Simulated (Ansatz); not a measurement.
For 2H WSe₂, LDA (Ansatz, a program for electronic structure, plane waves, PAW) gives:

* **lattice parameter a**: 3.250 Å
* **c axis length**: 12.819 Å

**Question.** What does r²SCAN-D4 in Ansatz (PAW) give for the same quantities?

**Answer.** 
- lattice constant a: 3.303 Å (rises by 1.6 %)
- lattice parameter c: 13.224 Å (goes up by 3.2 %)

For comparison: lattice constant a 3.282 Å (measured, 300 K, not corrected to a static lattice; as tabulated in arXiv:1605.07067); lattice parameter c 12.96 Å (measured, 300 K, no zero-point or thermal correction; as tabulated in arXiv:1605.07067).

Changes are worked out from the printed values.

Unless a cell is named, each level is at its own relaxed cell (LDA 19.54, r²SCAN-D4 20.82 Å³/atom).

Levels without +SOC leave out spin–orbit coupling, which shifts energies and cells of such heavy elements.

The crystal itself was run without spin with LDA; a magnetic state was not tried in these runs.

Caveats: LDA has no dispersion term either, though it tends to give short spacings of layers, chains or molecules (LDA). Ansatz's density-functional and Hartree–Fock values are scalar-relativistic unless marked +SOC, with PAW data made under PBE.
